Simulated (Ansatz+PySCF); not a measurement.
singlet BH: levels of theory in one basis

| atom | x (Å) | y (Å) | z (Å) |
| --- | --- | --- | --- |
| B | 0.0000 | 0.0000 | -0.3026 |
| H | 0.0000 | 0.0000 | 1.5133 |

Basis set: 6-31G (spherical functions). Correlated methods keep 1 orbital frozen. Charge 0, multiplicity 1.

Computed with Ansatz (development build ahead of 0.2.0) and PySCF 2.14.0; each method stands on the lowest determinant of its kind that the runs found.

| method | E − E(RHF) (eV) | <S²> of the determinant |
| --- | --- | --- |
| RHF | 0.00 | – |
| UHF | -0.05 | 0.27 |
| UHF-MP2 | -1.12 | 0.27 |
| RHF-CCSD | -2.11 | – |
| UHF-CCSD | -2.11 | 0.27 |
| RHF-CCSD(T) | -2.13 | – |
| UHF-CCSD(T) | -2.13 | 0.27 |
| full CI (lowest root of this spin) | -2.14 | – |

Task: What does RHF-MP2 give on the same scale?

Result: -1.24 eV.

At such a shape the full CI root can have another spatial symmetry than the determinants, so the rows needn't describe one state.

Task: Is a single determinant a sound starting point here?

Result: Only with care. Unrestricted orbitals gain 0.05 eV and <S²> is 0.27 against 0.00 for a pure state, so spin symmetry breaks but gains little energy; restricted orbitals can still serve.

Caution for UHF, UHF-MP2, UHF-CCSD, UHF-CCSD(T): the unrestricted determinant is spin contaminated. Caution for RHF-MP2, UHF-MP2, RHF-CCSD, UHF-CCSD, RHF-CCSD(T), UHF-CCSD(T): bonds are stretched, where a single reference can fail. Caution for UHF-MP2: another reference gives a lower total.
